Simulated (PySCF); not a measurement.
2,2-difluorobutane (CCC(C)(F)F, C₄H₈F₂)

Molfile (atoms numbered from 1):
```
C4H8F2
     RDKit          3D

 14 13  0  0  0  0  0  0  0  0999 V2000
   -1.6270   -0.1436    0.3319 C   0  0  0  0  0  0  0  0  0  0  0  0
   -0.5778   -0.4113   -0.7323 C   0  0  0  0  0  0  0  0  0  0  0  0
    0.7131    0.3608   -0.5470 C   0  0  0  0  0  0  0  0  0  0  0  0
    1.4918    0.0918    0.7154 C   0  0  0  0  0  0  0  0  0  0  0  0
    1.5175    0.0924   -1.6165 F   0  0  0  0  0  0  0  0  0  0  0  0
    0.4351    1.6970   -0.6081 F   0  0  0  0  0  0  0  0  0  0  0  0
   -2.5665   -0.6610    0.0905 H   0  0  0  0  0  0  0  0  0  0  0  0
   -1.3068   -0.4915    1.3259 H   0  0  0  0  0  0  0  0  0  0  0  0
   -1.8428    0.9328    0.4020 H   0  0  0  0  0  0  0  0  0  0  0  0
   -0.3222   -1.4814   -0.7838 H   0  0  0  0  0  0  0  0  0  0  0  0
   -0.9550   -0.1272   -1.7277 H   0  0  0  0  0  0  0  0  0  0  0  0
    0.9053    0.3711    1.6003 H   0  0  0  0  0  0  0  0  0  0  0  0
    1.7582   -0.9718    0.7800 H   0  0  0  0  0  0  0  0  0  0  0  0
    2.4120    0.6913    0.6956 H   0  0  0  0  0  0  0  0  0  0  0  0
  1  2  1  0
  2  3  1  0
  3  4  1  0
  3  5  1  0
  3  6  1  0
  1  7  1  0
  1  8  1  0
  1  9  1  0
  2 10  1  0
  2 11  1  0
  4 12  1  0
  4 13  1  0
  4 14  1  0
M  END
```

The calculation used quadratic response CAM-B3LYP/def2-TZVPD first hyperpolarisability, Taylor convention, gas phase in PySCF. Geometry: PBE0-D3(BJ)/def2-SVP.

(1) Give β for the processes computed.

(2) Which lowest excitations, dipole and polarisabilities go with it?

Results:

(1) In au, Taylor convention; the vector part is βᵢ = ⅓ Σⱼ (βᵢⱼⱼ + βⱼᵢⱼ + βⱼⱼᵢ); β∥ is 3/5 of the vector part along the dipole, the dipole points from − to +:
```csv
process,λ (nm),β vector norm,β∥,β HRS,depolarisation ratio
"static β(0;0,0)",∞,79.3,-47.4,30.6,6.59
"second harmonic β(−2ω;ω,ω)",1907,80.7,-48.2,31.2,6.58
"Pockels β(−ω;ω,0)",1907,79.8,-47.6,–,–
"second harmonic β(−2ω;ω,ω)",1064,83.8,-50.0,32.4,6.57
"Pockels β(−ω;ω,0)",1064,80.8,-48.2,–,–
```

(2) S1 8.73 eV (f = 0.010); S2 9.24 eV (f = 0.002); S3 9.48 eV (f = 0.045); dipole 2.41 D; isotropic α 52.7 au static, 52.8 au at 1907 nm, 53.0 au at 1064 nm, 53.1 au at 953.5 nm, 53.9 au at 532 nm.
